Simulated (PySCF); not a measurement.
## Structure elucidation problem

The spectra below were simulated for a compound C$_{4}$H$_{9}$F.

$^{1}$H NMR (400 MHz, computed): δ 1.36 (d, J = 18.9 Hz, 9H).

$^{13}$C{$^{1}$H} NMR (computed): δ 94.1 (C, d, J = 220.6 Hz), 30.5 (CH3, d, J = 23.9 Hz).

- NMR shieldings at PBE0/pcSseg-1/GIAO
- structure optimised with GFN2-xTB
- J couplings at B3LYP/pcJ-1 (spin–dipole term only in couplings to heteroatoms)
- code: PySCF 2.14
- a single conformation, non-relativistic Hamiltonian, isolated molecule, averaged over atoms made equivalent by symmetry, fast rotation or ring inversion

Scale: $^{1}$H, $^{13}$C against TMS (reference shieldings calculated alike).

Question: Propose a structure and justify it.

Answer: 
The formula gives 0 degrees of unsaturation. 2 carbon signals for 4 carbons: some carbons are equivalent by symmetry or fast rotation. Carbon types of the structure: 1 × C, 3 × CH3, which accounts for all hydrogens. δC 94.1: fully substituted sp3 carbon bonded to F; the inductive effect lowers its shielding. δC 30.5: methyl carbon; saturated and bonded to C and H only. δH 1.36: hydrogen on a methyl carbon.

These data were computed for SMILES CC(C)(C)F.

This is the structure that produced the data.

Common functionals overestimate the size of one-bond C–F couplings by tens of Hz; these are unscaled. Multiplet labels drop couplings under 1 Hz and merge nearly equal ones. Shifts are as computed. Against solution values, carbons near 30 ppm lie about +3 ppm off and those near 130 ppm about +5 ppm. Of 1211 compounds with measured shifts, 218 miss one by over three times the rms of a fit or turn the order of signals round; such compounds aren't used in these exercises.
